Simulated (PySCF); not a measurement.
# Cl2⁺: changing the method

What do other methods print for Cl2⁺?

Program: PySCF 2.14.0. Level of theory: each script names its method and basis. These are calculated values, not measurements.

5 further runs of the same task are left out: 5 that didn't finish.

### Step 1. The starting structure

Cl2⁺: 2 atoms, charge 1, spin multiplicity 2.

Bond lengths: Cl1–Cl2 2.142 Å.

### Step 2. The base run

input.py

```python
from pyscf import gto, scf, mcscf

mol = gto.M(
    atom='Cl 0 0 0; Cl 0 0 2.142',
    basis='lanl2dz',
    ecp={'Cl': 'lanl2dz'},
    charge=1,
    spin=1,
    verbose=4,
)
mf = scf.ROHF(mol)
mf = mf.density_fit(auxbasis='def2-universal-jkfit')
mf.kernel()
mc = mcscf.CASCI(mf, 4, 5)
mc.kernel()
mc.analyze()
mf.dip_moment()
print('orbital energies (hartree):', mf.mo_energy[..., max(0, mol.nelec[1]-3):mol.nelec[0]+3].round(4))
```

Started as:

```console
> python input.py
```

### Step 3. NEVPT2

Run 1 changes step after the SCF: casci → nevpt2; active space: 5 electrons in 4 orbitals → 3 electrons in 4 orbitals.

Changes to input.py since step 2:

```diff
@@ -1,2 +1,2 @@
-from pyscf import gto, scf, mcscf
+from pyscf import gto, scf, mcscf, mrpt
 
@@ -13,5 +13,6 @@
 mf.kernel()
-mc = mcscf.CASCI(mf, 4, 5)
+mc = mcscf.CASSCF(mf, 4, 3)
 mc.kernel()
 mc.analyze()
+mrpt.NEVPT(mc).kernel()
 mf.dip_moment()
```

### Step 4. B3lyp5 (ROKS)

Run 2 changes functional: none (Hartree–Fock) → b3lyp5; SCF type: ROHF → ROKS; step after the SCF: casci → analyze.

Changes to input.py since step 2:

```diff
@@ -1,2 +1,2 @@
-from pyscf import gto, scf, mcscf
+from pyscf import gto, dft
 
@@ -10,8 +10,6 @@
 )
-mf = scf.ROHF(mol)
+mf = dft.ROKS(mol, xc='b3lyp5')
 mf = mf.density_fit(auxbasis='def2-universal-jkfit')
 mf.kernel()
-mc = mcscf.CASCI(mf, 4, 5)
-mc.kernel()
-mc.analyze()
+mf.mulliken_pop()
 mf.dip_moment()
```

### Step 5. Population analysis

Run 3 changes step after the SCF: casci → analyze.

Changes to input.py since step 2:

```diff
@@ -1,2 +1,2 @@
-from pyscf import gto, scf, mcscf
+from pyscf import gto, scf
 
@@ -13,5 +13,3 @@
 mf.kernel()
-mc = mcscf.CASCI(mf, 4, 5)
-mc.kernel()
-mc.analyze()
+mf.mulliken_pop()
 mf.dip_moment()
```

### Step 6. MP2 (UHF)

Run 4 changes step after the SCF: casci → mp2; SCF type: ROHF → UHF.

input.py

```python
from pyscf import gto, scf, mp

mol = gto.M(
    atom='Cl 0 0 0; Cl 0 0 2.142',
    basis='lanl2dz',
    ecp={'Cl': 'lanl2dz'},
    charge=1,
    spin=1,
    verbose=4,
)
mf = scf.UHF(mol)
mf = mf.density_fit(auxbasis='def2-universal-jkfit')
mf.kernel()
mp.MP2(mf).kernel()
mf.dip_moment()
print('orbital energies (hartree):', [e[max(0, n-3):n+3].round(4) for e, n in zip(mf.mo_energy, mol.nelec)])
```

### Step 7. SCF alone

Run 5 changes step after the SCF: casci → none.

Changes to input.py since step 2:

```diff
@@ -1,2 +1,2 @@
-from pyscf import gto, scf, mcscf
+from pyscf import gto, scf
 
@@ -13,5 +13,2 @@
 mf.kernel()
-mc = mcscf.CASCI(mf, 4, 5)
-mc.kernel()
-mc.analyze()
 mf.dip_moment()
```

Before running it: what results should come out? Wanted: for each run, E(SCF); from base; gap, α spin; after the SCF.

The runs gave:

| run | E(SCF) (hartree) | from base (eV) | cycles | gap, α spin (eV) | after the SCF |
| --- | --- | --- | --- | --- | --- |
| base | -28.891123 | 0 | 7 | n/a | CASCI correlation -0.058 eV |
| NEVPT2 | -28.891123 | 0.0000 | 7 | n/a | NEVPT2 correlation -2.706 eV (from the SCF energy, the CASSCF gain included) |
| b3lyp5 (ROKS) | -29.348624 | not comparable | 6 | n/a | n/a |
| population analysis | -28.891123 | 0.0000 | 7 | n/a | n/a |
| MP2 (UHF) | -28.893825 | -0.0735 | 8 | 12.00 | MP2 correlation -2.934 eV |
| SCF alone | -28.891123 | 0.0000 | 7 | n/a | n/a |

In words: A lower total energy from another functional means nothing by itself.
